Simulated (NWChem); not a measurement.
System: C2H3, doublet; SMILES [CH]=C

The following NWChem deck was run.

```
start job
memory heap 200 mb stack 900 mb global 1100 mb
geometry units angstroms noautosym nocenter noautoz
  C     -0.107039    -0.706819     0.000000
  C     -0.009591     0.590998     0.000000
  H      0.548118    -1.565332     0.000000
  H      0.960152     1.094062     0.000000
  H     -0.885027     1.235967     0.000000
end
basis spherical
  C library pcj-2
  H library pcj-2
end
dft
  odft
  mult 2
  xc xpbe96 cpbe96
  iterations 150
  semidirect filesize 400000000
end
property
  hyperfine
end
task dft property
```

Output (shortened):

```
             Northwest Computational Chemistry Package (NWChem) 7.3.0
             --------------------------------------------------------

                             Geometry "geometry" -> ""
                             -------------------------

 Output coordinates in angstroms (scale by  1.889725989 to convert to a.u.)

  No.       Tag          Charge          X              Y              Z
 ---- ---------------- ---------- -------------- -------------- --------------
    1 C                    6.0000    -0.10703900    -0.70681900     0.00000000
    2 C                    6.0000    -0.00959100     0.59099800     0.00000000
    3 H                    1.0000     0.54811800    -1.56533200     0.00000000
    4 H                    1.0000     0.96015200     1.09406200     0.00000000
    5 H                    1.0000    -0.88502700     1.23596700     0.00000000

 Effective nuclear repulsion energy (a.u.)      28.5140900097

  pbe96 is a nonlocal functional; adding pw91lda local functional.
                              NWChem Property Module
                              ----------------------

  itol2e modified to match energy
  convergence criterion.

                                 NWChem DFT Module
                                 -----------------

 Summary of "ao basis" -> "ao basis" (spherical)
 ------------------------------------------------------------------------------
       Tag                 Description            Shells   Functions and Types
 ---------------- ------------------------------  ------  ---------------------
 C                           pcj-2                  17       51   7s5p3d2f
 H                           pcj-2                  10       24   5s3p2d

  itol2e modified to match energy
  convergence criterion.

            General Information
            -------------------
          SCF calculation type: DFT
          Wavefunction type:  spin polarized.
          No. of atoms     :     5
          No. of electrons :    15
           Alpha electrons :     8
            Beta electrons :     7
          Charge           :     0
          Spin multiplicity:     2
          Use of symmetry is: off; symmetry adaption is: off
          Maximum number of iterations: 150
          AO basis - number of functions:   174
                     number of shells:    64
          Convergence on energy requested:  1.00D-07
          Convergence on density requested:  1.00D-05
          Convergence on gradient requested:  5.00D-04

              XC Information
              --------------
          PerdewBurkeErnzerhof Exchange Functional  1.000
            Perdew 1991 LDA Correlation Functional  1.000 local
           PerdewBurkeErnz. Correlation Functional  1.000 non-local

             Grid Information
             ----------------
          Grid used for XC integration:  fine
          Radial quadrature: Mura-Knowles
          Angular quadrature: Lebedev.
          Tag              B.-S. Rad. Rad. Pts. Rad. Cut. Ang. Pts.
          ---              ---------- --------- --------- ---------
          C                   0.70       70          10.0       590
          H                   0.35       60          11.0       590
          Grid pruning is: on
          Number of quadrature shells:   320
          Spatial weights used:  Erf1

      Superposition of Atomic Density Guess
      -------------------------------------

 Sum of atomic energies:         -76.84267973

      Non-variational initial energy
      ------------------------------

 Total energy =     -77.746747
 1-e energy   =    -158.014140
 2-e energy   =      51.753303
 HOMO         =      -0.169661
 LUMO         =       0.015814

------------------------------------------------------------
EAF file 0: "./job.aoints.0" size=225443840 bytes
------------------------------------------------------------
               write      read    awrite     aread      wait
               -----      ----    ------     -----      ----
     calls:      430         0         0         0         0
   data(b): 2.25e+08  0.00e+00  0.00e+00  0.00e+00
   time(s): 0.00e+00  0.00e+00  0.00e+00  0.00e+00  0.00e+00
rate(mb/s): 0.00e+00  0.00e+00
------------------------------------------------------------

   convergence    iter        energy       DeltaE   RMS-Dens  Diis-err
 ---------------- ----- ----------------- --------- --------- ---------
 d= 0,ls=0.0,diis     1    -77.7951712953 -1.06D+02  1.05D-03  2.86D-01
                                                     7.18D-04  2.73D-01
 d= 0,ls=0.0,diis     2    -77.8199195275 -2.47D-02  7.50D-04  9.74D-03
                                                     5.67D-04  9.72D-03
 d= 0,ls=0.0,diis     3    -77.8069770447  1.29D-02  5.00D-04  3.58D-02
                                                     3.99D-04  3.07D-02
 d= 0,ls=0.0,diis     4    -77.8243054625 -1.73D-02  1.24D-04  1.15D-03
                                                     9.85D-05  1.35D-03
 d= 0,ls=0.0,diis     5    -77.8250112705 -7.06D-04  3.46D-05  3.91D-05
                                                     1.53D-05  2.28D-05
  Resetting Diis
 d= 0,ls=0.0,diis     6    -77.8250305223 -1.93D-05  1.06D-05  6.35D-06
                                                     1.04D-05  6.39D-06
 d= 0,ls=0.0,diis     7    -77.8250364777 -5.96D-06  6.27D-06  8.72D-07
                                                     5.33D-06  7.95D-07
 d= 0,ls=0.0,diis     8    -77.8250373518 -8.74D-07  2.93D-06  7.59D-07
                                                     2.64D-06  7.21D-07
 d= 0,ls=0.0,diis     9    -77.8250378246 -4.73D-07  3.34D-06  1.32D-07
                                                     1.72D-06  6.55D-08
 d= 0,ls=0.0,diis    10    -77.8250379455 -1.21D-07  7.92D-07  1.03D-07
                                                     1.58D-06  1.45D-07
 d= 0,ls=0.0,diis    11    -77.8250380179 -7.25D-08  5.46D-07  2.12D-08
                                                     1.99D-07  1.59D-08

         Total DFT energy =      -77.825038017937
      One electron energy =     -159.927653295011
           Coulomb energy =       65.356812724971
    Exchange-Corr. energy =      -11.768287457595
 Nuclear repulsion energy =       28.514090009697

 Numeric. integr. density =       14.999999648417

                    DFT Final Alpha Molecular Orbital Analysis
                    ------------------------------------------

 Vector    6  Occ=1.000000D+00  E=-3.880980D-01
              MO Center= -2.0D-01,  2.5D-01,  2.5D-11, r^2= 1.8D+00
   Bfn.  Coefficient  Atom+Function         Bfn.  Coefficient  Atom+Function
  ----- ------------  ---------------      ----- ------------  ---------------
   154      0.203924  5 H  s                 15     -0.178573  1 C  py
    66      0.169014  2 C  py               153      0.168793  5 H  s
    65     -0.161483  2 C  px                18     -0.150892  1 C  py
    68     -0.139964  2 C  px                69      0.140122  2 C  py
   106      0.117752  3 H  s                105      0.097230  3 H  s

 Vector    7  Occ=1.000000D+00  E=-2.613873D-01
              MO Center= -5.5D-02, -8.2D-02,  5.2D-11, r^2= 1.4D+00
   Bfn.  Coefficient  Atom+Function         Bfn.  Coefficient  Atom+Function
  ----- ------------  ---------------      ----- ------------  ---------------
    19      0.281237  1 C  pz                70      0.257433  2 C  pz
    16      0.236575  1 C  pz                67      0.219992  2 C  pz
    73      0.119940  2 C  pz                22      0.118653  1 C  pz
    13      0.100284  1 C  pz                64      0.093937  2 C  pz
    10      0.030946  1 C  pz                61      0.029132  2 C  pz

 Vector    8  Occ=1.000000D+00  E=-2.007274D-01
              MO Center= -2.3D-01, -5.1D-01, -8.5D-11, r^2= 1.8D+00
   Bfn.  Coefficient  Atom+Function         Bfn.  Coefficient  Atom+Function
  ----- ------------  ---------------      ----- ------------  ---------------
    17      0.350278  1 C  px                14      0.289234  1 C  px
    20      0.241911  1 C  px                 7     -0.187762  1 C  s
     6     -0.183459  1 C  s                130     -0.159421  4 H  s
   154      0.143143  5 H  s                131     -0.141927  4 H  s
   106      0.134722  3 H  s                 18      0.124134  1 C  py

 Vector    9  Occ=0.000000D+00  E=-3.928199D-02
              MO Center= -4.2D-02, -1.8D-02,  1.9D-10, r^2= 2.5D+00
   Bfn.  Coefficient  Atom+Function         Bfn.  Coefficient  Atom+Function
  ----- ------------  ---------------      ----- ------------  ---------------
    73     -0.608604  2 C  pz                22      0.579114  1 C  pz
    19      0.322858  1 C  pz                70     -0.311654  2 C  pz
    16      0.235722  1 C  pz                67     -0.231717  2 C  pz
    13      0.100262  1 C  pz                64     -0.098628  2 C  pz
    34     -0.035636  1 C  d -1             116      0.034875  3 H  pz

[...]

          ----------------------
          Hyperfine Interactions
          ----------------------

 Total Spin Density (Fermi Contact Term)
 ------------------ --------------------
     Atom            x         y         z       Density (a.u.)      Aiso(MHz)     Aiso(Gauss)
     1  13-C     -0.20227  -1.33569   0.00000       0.254998        286.666766     102.289658
     2  13-C     -0.01812   1.11682   0.00000      -0.009620        -10.815166      -3.859114
     3   1-H      1.03579  -2.95805   0.00000       0.010144         45.341679      16.179011
     4   1-H      1.81442   2.06748   0.00000       0.041085        183.646346      65.529472
     5   1-H     -1.67246   2.33564   0.00000       0.026323        117.659668      41.983824

           -------------------------------------------
           Anisotropic Interaction (Spin-Dipolar Term)
           -------------------------------------------

 ------------------------------------------------------------
     Atom            x         y         z
 ------------------------------------------------------------
     1  13-C     -0.20227  -1.33569   0.00000

   Spin-Dipolar term (a.u.)
        xx             yy             zz             xy             xz             yz
 ------------------------------------------------------------------------------------------
       0.923875      -0.459040      -0.464836       0.488299       0.000000       0.000000

   Principal Comp. of -hf- tensor (au)            Anisotropic -hfcc- (MHz)               Anisotropic -hfcc- (Gauss)
 --------------------------------------------------------------------------------------------------------------------------
      1.078911    -0.614075    -0.464836     144.779496   -82.402958   -62.376538      51.660837   -29.403375   -22.257462

   Orientation of the principal axis of Hyperfine Tensor w.r.t absolute (molecular) frame
 --------------------------------------------------------------------------------------------------------------------------
      0.953113    -0.302614    -0.000000
      0.302614     0.953113    -0.000000
      0.000000     0.000000     1.000000

 ------------------------------------------------------------
     Atom            x         y         z
 ------------------------------------------------------------
     2  13-C     -0.01812   1.11682   0.00000

   Spin-Dipolar term (a.u.)
        xx             yy             zz             xy             xz             yz
 ------------------------------------------------------------------------------------------
       0.032001       0.111847      -0.143848       0.028014      -0.000000       0.000000

   Principal Comp. of -hf- tensor (au)            Anisotropic -hfcc- (MHz)               Anisotropic -hfcc- (Gauss)
 --------------------------------------------------------------------------------------------------------------------------
      0.023152     0.120695    -0.143848       3.106800    16.196162   -19.302962       1.108582     5.779184    -6.887765

   Orientation of the principal axis of Hyperfine Tensor w.r.t absolute (molecular) frame
 --------------------------------------------------------------------------------------------------------------------------
      0.953566     0.301185     0.000000
     -0.301185     0.953566    -0.000000
     -0.000000    -0.000000     1.000000

 ------------------------------------------------------------
     Atom            x         y         z
 ------------------------------------------------------------
     3   1-H      1.03579  -2.95805   0.00000

   Spin-Dipolar term (a.u.)
        xx             yy             zz             xy             xz             yz
 ------------------------------------------------------------------------------------------
       0.012428       0.048032      -0.060459      -0.036314       0.000000       0.000000

   Principal Comp. of -hf- tensor (au)            Anisotropic -hfcc- (MHz)               Anisotropic -hfcc- (Gauss)
 --------------------------------------------------------------------------------------------------------------------------
     -0.010214     0.070673    -0.060459      -5.449440    37.707725   -32.258285      -1.944492    13.455031   -11.510539

   Orientation of the principal axis of Hyperfine Tensor w.r.t absolute (molecular) frame
 --------------------------------------------------------------------------------------------------------------------------
      0.848580    -0.529067    -0.000000
      0.529067     0.848580    -0.000000
      0.000000     0.000000     1.000000

 ------------------------------------------------------------
     Atom            x         y         z
 ------------------------------------------------------------
     4   1-H      1.81442   2.06748   0.00000

   Spin-Dipolar term (a.u.)
        xx             yy             zz             xy             xz             yz
 ------------------------------------------------------------------------------------------
       0.000423       0.009665      -0.010088       0.006454       0.000000       0.000000

   Principal Comp. of -hf- tensor (au)            Anisotropic -hfcc- (MHz)               Anisotropic -hfcc- (Gauss)
 --------------------------------------------------------------------------------------------------------------------------
     -0.002894     0.012982    -0.010088      -1.543964     6.926486    -5.382522      -0.550924     2.471538    -1.920614

   Orientation of the principal axis of Hyperfine Tensor w.r.t absolute (molecular) frame
 --------------------------------------------------------------------------------------------------------------------------
      0.889415     0.457101    -0.000000
     -0.457101     0.889415    -0.000000
      0.000000     0.000000     1.000000

 ------------------------------------------------------------
     Atom            x         y         z
 ------------------------------------------------------------
     5   1-H     -1.67246   2.33564   0.00000

   Spin-Dipolar term (a.u.)
        xx             yy             zz             xy             xz             yz
 ------------------------------------------------------------------------------------------
      -0.009875       0.022073      -0.012197      -0.006049       0.000000      -0.000000

   Principal Comp. of -hf- tensor (au)            Anisotropic -hfcc- (MHz)               Anisotropic -hfcc- (Gauss)
 --------------------------------------------------------------------------------------------------------------------------
     -0.010982     0.023179    -0.012197      -5.859433    12.367436    -6.508003      -2.090788     4.413001    -2.322213

   Orientation of the principal axis of Hyperfine Tensor w.r.t absolute (molecular) frame
 --------------------------------------------------------------------------------------------------------------------------
      0.983667    -0.179998    -0.000000
      0.179998     0.983667    -0.000000
      0.000000    -0.000000     1.000000
```

Level: PBE/pcJ-2, spin-unrestricted, contact and dipolar terms. In the optimisation the excess spin sits in a' (Cs, its own frame). Coordinates come from a PBE0-D3(BJ)/def2-TZVP, spin-unrestricted optimisation. No stability test was run on the SCF state.
